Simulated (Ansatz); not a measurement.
Mulliken charges of C$_{3}$H$_{4}$O (`CC#CO`) from ωB97M-V/def2-TZVPP in Ansatz (PBE0-D4/def2-TZVP geometry).

```json
{"atom": "C1", "x (Å)": "-0.383", "y (Å)": "1.238", "z (Å)": "-0.527", "charge (e)": "-0.309"}
{"atom": "C2", "x (Å)": "0.109", "y (Å)": "-0.014", "z (Å)": "0.022", "charge (e)": "-0.251"}
{"atom": "C3", "x (Å)": "0.514", "y (Å)": "-1.049", "z (Å)": "0.474", "charge (e)": "0.242"}
{"atom": "O4", "x (Å)": "1.033", "y (Å)": "-2.141", "z (Å)": "0.973", "charge (e)": "-0.269"}
{"atom": "H5", "x (Å)": "-1.122", "y (Å)": "1.061", "z (Å)": "-1.312", "charge (e)": "0.121"}
{"atom": "H6", "x (Å)": "-0.850", "y (Å)": "1.859", "z (Å)": "0.242", "charge (e)": "0.123"}
{"atom": "H7", "x (Å)": "0.435", "y (Å)": "1.814", "z (Å)": "-0.968", "charge (e)": "0.125"}
{"atom": "H8", "x (Å)": "0.357", "y (Å)": "-2.825", "z (Å)": "1.040", "charge (e)": "0.217"}
```

By hand: the dipole of these point charges (1 e Å = 4.8032 D).

Σ q r = (-0.171, -0.086, -0.014) e Å, of length 0.192 e Å = 0.92 D.

How does the dipole of the full density compare? (Estimate.)

Computed: (-0.282, -0.129, -0.028) e Å, 1.50 D; the point charges give 0.61 times that, at 2° from its direction.

Point charges leave out the atoms' own dipoles, such as those of lone pairs, and Mulliken's split depends on the basis, so the two needn't agree.
